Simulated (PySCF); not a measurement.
Gas-phase XPS of `O[SiH3]`, computed

H4OSi.
SMILES with atom numbers: `[OH:1][SiH3:2]`

Method: PySCF, delta-SCF UKS SCAN, pcX-2 on the ionised atom, pcseg-1 elsewhere, spin-free X2C. Binding energies are ΔSCF values: E(core-ionised, relaxed orbitals) − E(ground state) at a fixed geometry, referred to the vacuum level.

List the computed XPS lines with their assignment.

```json
{"atom(s)": "O1", "bonded to": "H and Si", "level": "O 1s", "binding energy (eV)": "538.84", "2p1/2 (eV)": "–", "count": "1"}
{"atom(s)": "Si2", "bonded to": "O and 3 H", "level": "Si 2p3/2", "binding energy (eV)": "107.68", "2p1/2 (eV)": "108.31", "count": "1"}
{"atom(s)": "Si2", "bonded to": "O and 3 H", "level": "Si 1s", "binding energy (eV)": "1847.57", "2p1/2 (eV)": "–", "count": "1"}
```

Give the binding energy of O 1s of O1 in hartree and in kJ/mol.

538.84 eV = 19.8020 Eh = 51990 kJ/mol.

Which photon energy gives electrons from O 1s of O1 a kinetic energy of 150 eV, and what is their de Broglie wavelength?

hν = 538.84 + 150 = 688.84 eV, recoil neglected; λ = 12.264 Å/√(E/eV) = 1.00 Å.

2p3/2 and 2p1/2 are the ΔSCF energy of one spin-free 2p hole plus the eigenvalues of a spin–orbit and ligand-field matrix of the shell. 2p1/2 minus 2p3/2 (ligand field included): Si 0.62 eV. Geometry: PBE0-D3(BJ)/def2-SVP; no solvent, vibrations or thermal averaging.

On one thread of an Arm Neoverse V2, on a shared host, this took 3.9 s.
